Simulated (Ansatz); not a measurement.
# Tetradymite Bi2Te3: volume per atom by level of theory

No measured value is used here.

```tsv
level (code)	value (Å³/atom)
LDA (Ansatz)	32.68
PBE (Ansatz)	36.66
rVV10 (Ansatz)	36.17
r²SCAN-D4 (Ansatz)	(withheld)
```

Task: Complete the blanks.

Result: 
- r²SCAN-D4 (Ansatz, a first-principles code), value (Å³/atom): 35.37

Density-functional levels without +SOC have no spin–orbit coupling. LDA, PBE: the cell comes from a level without a dispersion term, which matters for the spacing of layers, chains or molecules. Cutoffs differ between the levels. Ansatz's density-functional and Hartree–Fock values are scalar-relativistic unless marked +SOC, with PAW data made under PBE.
